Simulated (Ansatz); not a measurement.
Geometry optimisation, UKS B3LYP-D4/def2-SVP (Ansatz).

Input:

```yaml
crystal:
  periodic: [false, false, false]
  atoms:
    - { symbol: B, position_ang: [0.0, 0.0, 0.0] }
    - { symbol: H, position_ang: [0.0, 0.0, 1.44] }
    - { symbol: F, position_ang: [1.1431, 0.0, -0.66] }
    - { symbol: Cl, position_ang: [-1.6108, 0.0, -0.93] }
    - { symbol: H, position_ang: [0.0, 0.0, 2.4] }
magnetization:
  spin_polarized: true
  initial_magnetization: 1
basis:
  gaussian: { orbitals: def2-SVP }
hamiltonian:
  xc: b3lyp
  dispersion: d4
relax:
  f_tol: 0.15
  max_steps: 25
  restrain:
    - { distance: [1, 4], at: 0.66, k: 30.0 }
    - { distance: [0, 1], at: 2.39, k: 30.0 }
output:
  orbitals: {}
```

Launched with:

```bash
$ ansatz run input.yaml --threads 1 --pin off --max-ram 2048MiB --backend cpu --events-out ev --progress --plain --runs-dir out
```

Where does it end, and by what steps?

The forces met the threshold. The restraints hold the end off the free minimum. After 7 steps the energy has fallen by 0.258 eV (the restraints' own energy left out); H2 moved furthest, 0.60 Å. Joined: H2–H5 (0.96 → 0.72 Å).

| step | energy less start (eV) | largest force component (eV/Å) | accepted |
| --- | --- | --- | --- |
| 0 | 0.0000 | 1.661 | yes |
| 1 | -0.0197 | 1.765 | yes |
| 2 | 0.3261 | 5.879 | yes |
| 3 | -0.1137 | 1.535 | yes |
| 4 | -0.2437 | 1.610 | yes |
| 5 | -0.2477 | 1.996 | yes |
| 6 | -0.2850 | 0.821 | no |
| 7 | -0.2580 | 1.838 | yes |

```xyz
5
Properties=species:S:1:pos:R:3
B -0.091 0.000 -0.352
H 0.027 0.000 2.041
F 1.089 0.000 -0.911
Cl -1.568 0.000 -1.289
H 0.075 0.000 2.761
```

Time of the run: 16 s on 1 thread of Arm Neoverse V2, with other jobs on the host, peak memory 0.14 GiB.
